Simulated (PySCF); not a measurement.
TDDFT beside published excitation energies

Published values to compare with (the computed states carry no symmetry labels, so the two lists aren't matched line by line):

```csv
state,E (eV),f,kind of transition,source
"3Σ+(3d,4s)",2.55,,vertical absorption,[1]
A 1Σ+,2.91,,"Te (adiabatic, minimum to minimum, no zero-point energy)",[2]
"1Σ+(3d,4s)",3.08,,vertical absorption,[1]
B 3Π0+,3.28,,"Te (adiabatic, minimum to minimum, no zero-point energy)",[2]
"3Π(3d,4s)",3.58,,vertical absorption,[1]
"1Π(3d,4s)",3.83,,vertical absorption,[1]
```

[1] computed, theoretical best estimate (aug-cc-pVTZ, non-relativistic), gas; Jacquemin, Kossoski, Gam, Boggio-Pasqua, Loos, transition metal compounds, arXiv:2309.17311 (2023)
[2] measured, gas; Huber, Herzberg, Constants of Diatomic Molecules, NIST Chemistry WebBook

Species: CuH (singlet state).
SMILES: `[CuH]`

Level of theory: TDDFT CAM-B3LYP/aug-cc-pVTZ, vertical, gas phase, core orbitals frozen in the response (PySCF). Geometry: PBE0-D3(BJ)/def2-TZVP; no solvent, vibrations or thermal averaging.

Computed singlets: 2.95 eV (f 0.032); 3.31 eV (f 0.000 summed over 2 states); 3.50 eV (f 0.004 summed over 2 states); 5.37 eV (f 0.294 summed over 2 states); 5.84 eV (f 0.000 summed over 2 states); 6.01 eV (f 0.008). Computed triplets (Tamm–Dancoff): 2.22, 3.05, 3.05 eV.

Task: How does the lowest computed singlet compare with the best estimate listed for the lowest singlet (vertical absorption)?

Result: 2.95 eV against 3.08 eV for 1Σ+(3d,4s) [1]: a difference of -0.13 eV. Geometry and basis of the two calculations needn't be the same.

Task: How does the lowest computed triplet compare with the best estimate listed for the lowest triplet (vertical absorption)?

Result: 2.22 eV against 2.55 eV for 3Σ+(3d,4s) [1]: a difference of -0.33 eV. Geometry and basis of the two calculations needn't be the same.

Adiabatic (Te) and 0-0 energies refer to the relaxed excited state and aren't the vertical quantity computed here.

The run took 3.3 s wall on an Arm Neoverse V1 with one thread (shared host), and the process peaked at 0.38 GiB of memory.
